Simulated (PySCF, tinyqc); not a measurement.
FCI on RHF in the sto-6g basis, frozen core, for LiH, spin multiplicity 1, step by step. The lowest restricted solution is unstable here: a spin-polarised one lies 0.0397 hartree lower (PySCF). One step of it, computed by the program tinyqc.

Question. Orthogonalisation. S = U s U^T; symmetric (Loewdin) form X = U s^(-1/2) U^T, so that X^T S X = 1.

overlap S, lower triangle:
```
           1Li 1s    1Li 2s   1Li 2px   1Li 2py   1Li 2pz     2H 1s
1Li 1s   1.000000
1Li 2s   0.235742  1.000000
1Li 2px  0.000000  0.000000  1.000000
1Li 2py  0.000000  0.000000  0.000000  1.000000
1Li 2pz  0.000000  0.000000  0.000000  0.000000  1.000000
2H 1s    0.006955  0.178160  0.000000  0.000000  0.267188  1.000000
```

Give: eigenvalues of S; X.

Answer.

eigenvalues of S: 0.6458  0.8206  1.0000  1.0000  1.1733  1.3603

X, lower triangle:
```
          1Li 1s   1Li 2s  1Li 2px  1Li 2py  1Li 2pz   2H 1s
1Li 1s    1.0221
1Li 2s   -0.1244   1.0355
1Li 2px   0.0000   0.0000   1.0000
1Li 2py   0.0000   0.0000   0.0000   1.0000
1Li 2pz  -0.0032   0.0200   0.0000   0.0000   1.0290
2H 1s     0.0139  -0.0982   0.0000   0.0000  -0.1431  1.0423
```
